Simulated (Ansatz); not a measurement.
Relaxing ZnH₂

These are results of DFT PBE, scalar-relativistic, plane waves, PAW in Ansatz 0.2.0, not measurements. Cutoff 420 eV, Γ-centred k mesh, Gaussian smearing, no spin polarisation in the final step.

The start puts ZnH₂ on the cadmium chloride structure type (R-3m, No. 166), with Zn in place of Cd, H in place of Cl, at a guessed volume.

```xyz
3
Lattice="1.3736 0.7931 4.1487 -1.3736 0.7931 4.1487 0.0000 -1.5861 4.1487" Properties=species:S:1:pos:R:3 pbc="T T T"
Zn    0.0000    0.0000    0.0000
H     0.0000    0.0000    9.3346
H     0.0000    0.0000    3.1115
```

Steps on the 12×12×12 mesh (3 atoms). 8 of 15 steps are shown, and the free energy counts from the last. Trial steps that were taken back and renewals of the plane-wave basis can be among the rows.

```tsv
step	ΔF (meV/atom)	V (Å³/atom)	P (GPa)	largest force component (eV/Å)
1	24.3	9.04	1.04	0.294
2	9.7	9.76	1.46	0.093
4	6.0	10.46	0.04	0.001
6	2.1	10.51	0.31	0.001
7	1.6	10.79	0.22	0.004
11	0.2	11.43	0.02	0.001
14	0.7	11.89	0.00	0.001
15	0.0	11.89	0.00	0.001
```

A final relaxation ran on a 12×12×12 mesh. The relaxed crystal, R-3m (No. 166):

Space group R-3m:H (No. 166). a = 2.791 Å, b = 2.791 Å, c = 15.864 Å, α = 90.00°, β = 90.00°, γ = 120.00°
```tsv
atom	site	symmetry	x	y	z
Zn	3a	-3m	0.0000	0.0000	0.0000
H	6c	3m	0.0000	0.0000	0.7279
```

```json
{
 "Volume per atom": "11.9 Å³",
 "Density": "3.1 g/cm³",
 "Energy over the elements": "0.283 eV/atom",
 "Gap on the 12×12×12 mesh": "2.30 eV"
}
```

Energies over the elements count from the elements' standard structures at the same level (H₂ as a molecule), with no empirical corrections.

The final run used a 12×12×12 mesh on its 3-atom cell and 0.02 eV smearing. No dispersion correction is applied, so the spacing between layers, chains or molecules is poorly fixed, and with it the volume and density.

Symmetry constrained the relaxation, so the result can be a saddle point.

Cost: 3 runs of about 1.9 core-minutes in all, on Intel Xeon Platinum 8259CL (Skylake/Cascade Lake) (shared hosts).